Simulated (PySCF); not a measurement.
Compound: glyoxal, C2H2O2.
Structure used (PBE0-D3(BJ)/def2-SVP), in Å, numbered top down from 1:
```xyz
6
C2H2O2 angstrom
O      0.2081   -1.3396    1.0676
C      0.4856   -0.3306    0.4817
C     -0.4866    0.3304   -0.4819
O     -0.2057    1.3393   -1.0663
H      1.4628    0.2039    0.5872
H     -1.4642   -0.2033   -0.5883
```

Method used: PySCF, delta-SCF UKS SCAN, pcX-2 on the ionised atom, pcseg-1 elsewhere, spin-free X2C. Every row has its own mixed basis.

| ionised atom | basis functions | E(ground) (Eh) | binding energy (eV) |
| --- | --- | --- | --- |
| C2 | 97 | -227.84655 | 294.641 |
| O1 | 97 | -227.86758 | 539.543 |

**Question.** Fill in the total energy of each core-ionised state.

**Answer.** With binding energy = E(ionised) − E(ground) and 27.2114 eV a hartree:

| atom | binding energy (Eh) | E(ionised) (Eh) |
| --- | --- | --- |
| C2 | 10.8278 | -217.0187 |
| O1 | 19.8278 | -208.0397 |

**Question.** How much do the ground-state energies differ, and what would follow from using one of them for all holes?

**Answer.** They run from -227.8676 Eh (core basis on O1) to -227.8465 Eh (on C2), 0.0211 Eh or 0.57 eV apart, for one and the same state in different bases and grids. Pairing the ion of C2 with the ground state of O1 would put its binding energy 0.57 eV too high.

Only 1s holes are shown. Atoms equivalent by their bonding share one computed value, that of the first of them. The unrestricted hole states depart most from a pure doublet (⟨S²⟩ = 0.75; over 0.85 named) for C 1s of C2/C3 (0.88), which makes this value less certain. The structure is a single PBE0-D3(BJ)/def2-SVP conformer in the gas phase; no vibrational or solvent corrections.

Time: 9.0 s of wall time. Hardware: one thread, Arm Neoverse N1 (shared host).
